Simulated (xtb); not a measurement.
isobutane (C4H10), SMILES CC(C)C. All values are semi-empirical tight-binding results from xtb (GFN2-xTB unless named), good for trends rather than for accurate numbers. Coordinates come from a GFN2-xTB optimisation.

Optimised geometry:

```xyz
14

C     -1.2538     0.7239    -0.0995
C      0.0000     0.0000     0.3849
C      1.2538     0.7239    -0.0995
C      0.0000    -1.4477    -0.0995
H     -1.2676     1.7504     0.2602
H     -1.2836     0.7411    -1.1871
H     -2.1497     0.2226     0.2602
H      0.0000     0.0000     1.4810
H      1.2676     1.7504     0.2602
H      1.2836     0.7411    -1.1871
H      2.1497     0.2226     0.2602
H      0.8821    -1.9730     0.2602
H     -0.8821    -1.9730     0.2602
H      0.0000    -1.4822    -1.1871
```
Charge 0, spin multiplicity 1.

```
Property                                           Value
-----------------------------------------  -------------
point group as xtb finds it                          C3v
orbital gap                                     14.15 eV
dipole moment                                     0.04 D
zero-point energy                          81.9 kcal/mol
G − E(el) at 298.15 K (modified RRHO)      65.2 kcal/mol
static polarisability (D4 model)              51.8 bohr³
solvation energy, GFN2-xTB/ALPB(water)     -0.1 kcal/mol
solvation energy, GFN2-xTB/ALPB(methanol)  -2.8 kcal/mol
```

Computed IR lines (harmonic; lines under 4 % of the strongest left out, lines within 3 cm⁻¹ merged):
ν (cm⁻¹): 1192 (w), 1333 (w), 1410 (w), 2926 (m), 3024 (w), 3032 (vs), 3037 (vs) (against the strongest line: vs over 80 %, s over 45 %, m over 15 %, w over 4 %, vw less)

Question: Give the atomic charges and the Wiberg bond orders between heavy atoms. (The exact figures need the calculation; the answer reports its results.)

Answer: charges (e) C1 -0.11, C2 0.00, C3 -0.11, C4 -0.11, H5 0.03, H6 0.03, H7 0.03, H8 0.02, H9 0.03, H10 0.03, H11 0.03, H12 0.03, H13 0.03, H14 0.03. Bond orders C1–C2 1.01, C2–C3 1.01, C2–C4 1.01.
